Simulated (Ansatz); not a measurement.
# CS+ (doublet): energies up the ladder

Aim: energies up the ladder, for CS+ (doublet), with the cost of each level. Charge +1. Spin multiplicity 2.

Computed with Ansatz 0.2.0 (the levels named in each step, unless a step's input says otherwise).

## (1) The starting structure

Bond lengths: C1–S2 1.521 Å.

Structure file:

```xyz
2

C     0.0000    0.0000    0.0000
S     0.0000    0.0000    1.5213
```

## (2) A rough first relaxation, PBE-D4/def2-SVP

The input, input.yaml:

```yaml
crystal:
  periodic: [false, false, false]
  atoms:
    - { symbol: C, position_ang: [0.0, 0.0, 0.0] }
    - { symbol: S, position_ang: [0.0, 0.0, 1.52128] }
magnetization:
  spin_polarized: true
  initial_magnetization: 1
total_charge: 1
basis:
  gaussian: { orbitals: def2-SVP }
hamiltonian:
  xc: pbe
  dispersion: d4
relax:
  f_tol: 0.03
  max_steps: 200
```

On the command line:

```bash
> ansatz run input.yaml --threads 2 --pin off --max-ram 5120MiB --backend cpu --events-out ev --progress --plain --runs-dir out
```

After this run come: Relaxation, PBE0-D4/def2-TZVPP; Frequencies, PBE0-D4/def2-TZVPP; Single point, PBE-D4/def2-TZVPP; Single point, r2SCAN-D4/def2-TZVPP; Single point, B3LYP-D4/def2-TZVPP; Single point, wB97M-V/def2-TZVPP; Single point, B2PLYP/def2-TZVPP; Single point, LDA/def2-TZVPP; Single point, PBE0-D4/def2-SVP; Single point, PBE-D4/def2-SVP; Single point, CCSD(T)/def2-TZVPP; Single point, CCSD(T)/def2-QZVPP.

Q: Predict the outcome of this session. Wanted: C1–S2 at PBE0-D4/def2-TZVPP; frequencies at PBE0-D4/def2-TZVPP; energy at CCSD(T)/CBS.

**Answer**, as computed:

| quantity | value |
| --- | --- |
| C1–S2 at PBE0-D4/def2-TZVPP | 1.482 Å |
| frequencies at PBE0-D4/def2-TZVPP | 1443 cm⁻¹ |
| energy at CCSD(T)/CBS | -11845.652 eV |

**Reading.** No mode is imaginary, so the geometry is a minimum. These totals serve in differences with atoms or fragments at the same level; alone they don't rank the methods. A T1 diagnostic of 0.090 (charge +1) lies over the usual mark for one of the runs, a hint of some multireference character there. <S²> exceeds the pure value by up to 0.70: some mean fields break spin symmetry, which blurs their results.
